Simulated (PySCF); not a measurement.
**EPR parameters of NH2**

NH₂ (doublet state).
Atom-mapped SMILES: `[NH2:1]` (hydrogens: H2, H3 on N1)

Method used: UKS B3LYP, pcH-1 on H N, non-relativistic, mean-field spin-orbit, GIAO (PySCF). Isolated species at its GFN2-xTB geometry, gas phase. A GFN2-xTB geometry isn't a minimum of the functional, and hyperfine couplings can be far from their values at a DFT geometry.

```
g1, g2, g3                      : 2.00211, 2.00364, 2.00846
g_iso                           : 2.00474
Form of g                       : rhombic: the two nearest values differ by 24 % of g3 − g1
⟨S²⟩                            : 0.7526 (exact 0.7500)
HOMO–LUMO gap, α and β orbitals : 9.69, 4.92 eV
Total energy                    : -55.88211 Eh
```

Isotropic coupling and dipolar principal values T1 to T3, in MHz:

```json
{"atom": "N1", "isotope": "14N", "a_iso": "29.6", "T1": "-46.4", "T2": "-45.2", "T3": "91.7", "Mulliken spin population": "1.07"}
{"atom": "H2", "isotope": "1H", "a_iso": "-63.1", "T1": "-56.5", "T2": "-9.4", "T3": "65.9", "Mulliken spin population": "-0.03"}
{"atom": "H3", "isotope": "1H", "a_iso": "-63.1", "T1": "-56.5", "T2": "-9.4", "T3": "65.9", "Mulliken spin population": "-0.03"}
```

The largest Mulliken spin population is on N1 (+1.07).

Axes: g1 is normal to the molecular plane.

Under fast tumbling the dipolar parts average out, and these isotropic splittings remain: 2 × 1H (H2/H3, I = 1/2, 3 lines) with 2.25 mT and 1 × 14N (N1, I = 1, 3 lines) with 1.05 mT.
